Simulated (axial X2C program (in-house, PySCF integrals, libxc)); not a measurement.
**NaC⁺: properties at the nuclei**

Aim: properties at the nuclei of NaC⁺, with spin–orbit coupling in the Hamiltonian from the start.

Computed with an in-house X2C program for linear molecules on PySCF integrals. Level: two-component X2C with atomic mean-field terms, Na dyall-cv3z, C dyall-v3z.

All values are calculated.

### Step 1. Input

Contents of task.json:

```json
{"zs": [11, 6], "q": 1, "bas": ["dyall-cv3z", "dyall-v3z"], "r0": 2.27, "levels": ["PBE0", "HF", "r2SCAN", "BHandHLYP", "LDA"], "nst": 3}
```

Keys: zs atomic numbers; q charge; bas basis sets; r0 starting distance in Å; levels methods (HF also brings MP2); nst determinants followed.

Started as:

```bash
$ python soeom.py task.json out
```

The runs that follow: Expectation values, lowest determinant; Expectation values, a higher determinant; Expectation values, a higher determinant.

Before running it: what results should come out? Wanted: lowest determinant; Eeff magnitude; Ws magnitude Na; A∥/gI Na; qzz Na; higher determinant (for each run or level that gives them).

As calculated:

| quantity | value |
| --- | --- |
| lowest determinant | Ω = 2 (excess of +ω over −ω: ω = 1/2, ω = 3/2) |
| Eeff magnitude (GV/cm), PBE0 | 0.0128 |
| Ws magnitude Na (kHz), PBE0 | 0.00106 |
| A∥/gI Na (MHz), PBE0 | 14.4 |
| qzz Na (a.u.), PBE0 | -0.07 |
| higher determinant | Ω = 1 (excess of +ω over −ω: ω = -1/2, ω = 3/2) |
| Eeff magnitude (GV/cm), PBE0, higher determinant | 0.00126 |
| Ws magnitude Na (kHz), PBE0, higher determinant | 0.000332 |
| A∥/gI Na (MHz), PBE0, higher determinant | -2.6 |
| qzz Na (a.u.), PBE0, higher determinant | 0.00 |
| higher determinant | Ω = 1 (excess of +ω over −ω: 2 × ω = 1/2) |
| Eeff magnitude (GV/cm), PBE0, higher determinant | 0.0142 |
| Ws magnitude Na (kHz), PBE0, higher determinant | 0.00259 |
| A∥/gI Na (MHz), PBE0, higher determinant | 34.1 |
| qzz Na (a.u.), PBE0, higher determinant | -0.07 |

In the first state, the effective field runs from 0.012 to 0.0136 GV/cm over the mean-field levels. The expectation values come from single determinants, which for open shells can mix terms of unlike spin or miss the lowest Ω, so a determinant need not be a state. Eeff is the effective electric field on the electron dipole moment in this Ω state and Ws the scalar–pseudoscalar constant (defined with the proton number Z and per Ω); A∥ is the parallel hyperfine constant, which follows by multiplying with the nuclear g factor gI = μI/(I μN); qzz is the electric field gradient, eQq0 = 234.96 MHz × Q/barn × qzz. The operators were transformed with the bare-nucleus X2C matrices.
